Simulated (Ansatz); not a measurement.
# Scan of [OH···H···N], quartet

Starting geometry:

```xyz
4

O    -1.0026   -0.0292    0.0000
H    -1.2519    0.8974    0.0000
H    -0.0431   -0.0292    0.0000
N     1.2384   -0.0292    0.0000
```

From there H3 is moved from one fragment to the other while all else, the fragments' distance too, stays fixed; atoms are numbered as listed. Energies are in eV, counted from the starting geometry at the same level. Kohn–Sham curves are unrestricted where that lies lower.

Basis cc-pVTZ; Ansatz 0.2.0. Only valence electrons are correlated (noble-gas cores frozen). R marks a restricted (for open shells ROHF) determinant, U an unrestricted one.

Full CI isn't at hand for all of this; UCCSDT(Q) serves as the reference, and is uncertain by about the last step of the cluster series. The frozen core follows each run's orbitals, which can shift R against U totals by a few meV.

```csv
distance O1-H3 (Å),UCCSDT(Q),curve A,curve B,curve C,curve D
0.960,0.000,0.000,0.000,0.000,0.000
0.994,0.061,0.155,0.037,-0.015,0.064
1.063,0.282,0.592,0.206,0.056,0.289
1.132,0.561,1.114,0.436,0.214,0.572
1.201,0.857,1.456,0.696,0.448,0.872
```

Q: The curves come from BCCD(T), PBE, RHF, wB97X-V. Compare each with UCCSDT(Q) and say which is which.

A: A: RHF, B: wB97X-V, C: PBE, D: BCCD(T). Spread of the error against UCCSDT(Q), over the points where both stand: A 0.599, B 0.161, C 0.409, D 0.015 eV.
